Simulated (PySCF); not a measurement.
Magnetisability: `C1=CSC=C1`, C₄H₄S

Geometry:
```csv
atom,x (Å),y (Å),z (Å)
C1,-0.762,-0.666,-0.026
C2,0.661,-0.736,-0.026
C3,1.244,0.504,-0.009
S4,0.069,1.755,0.007
C5,-1.223,0.624,-0.009
H6,-1.419,-1.537,-0.037
H7,1.229,-1.666,-0.038
H8,2.306,0.748,-0.005
H9,-2.255,0.972,-0.005
```

Computed, not measured: GIAO KT2/aug-pcSseg-1 magnetisability, rotational g tensor and spin-rotation constants, non-relativistic, gas phase in PySCF 2.14.0. Geometry: PBE0-D3(BJ)/def2-SVP.

How diamagnetic is it, and how anisotropic?

Isotropic -958 × 10⁻³⁰ J/T², or -57.7 × 10⁻⁶ cm³/mol; principal values -1539, -670, -666 × 10⁻³⁰ J/T², anisotropy 871 × 10⁻³⁰ J/T² (root of half the summed squared differences of the principal values). The susceptibility is in cgs units.

Split it along the inertial axes a, b, c into diamagnetic and paramagnetic parts about the centre of mass, with the quadrupole moment.


| axis | χ (10⁻⁶ cm³/mol) | diamagnetic (10⁻⁶ cm³/mol) | paramagnetic (10⁻⁶ cm³/mol) | summed x² of all electrons (Å²) | quadrupole Θ (D Å) |
| --- | --- | --- | --- | --- | --- |
| a | -40.1 | -226.7 | 186.6 | 58.9 | +1.66 |
| b | -40.4 | -286.0 | 245.7 | 44.9 | +6.28 |
| c | -92.7 | -440.3 | 347.6 | 8.5 | -7.94 |

Anisotropies 2χaa − χbb − χcc = +52.8 and 2χbb − χaa − χcc = +52.1 × 10⁻⁶ cm³/mol. Θ is traceless in Buckingham's convention.

And the rotational g tensor?


| axis | rotational constant (GHz) | g | nuclear part | electronic part |
| --- | --- | --- | --- | --- |
| a | 8.0444 | -0.0908 | 0.6145 | -0.7053 |
| b | 5.4096 | -0.0673 | 0.5570 | -0.6243 |
| c | 3.2345 | +0.0520 | 0.5801 | -0.5282 |

Asymmetric top; isotopes 12C, 1H, 32S; no vibrational averaging.
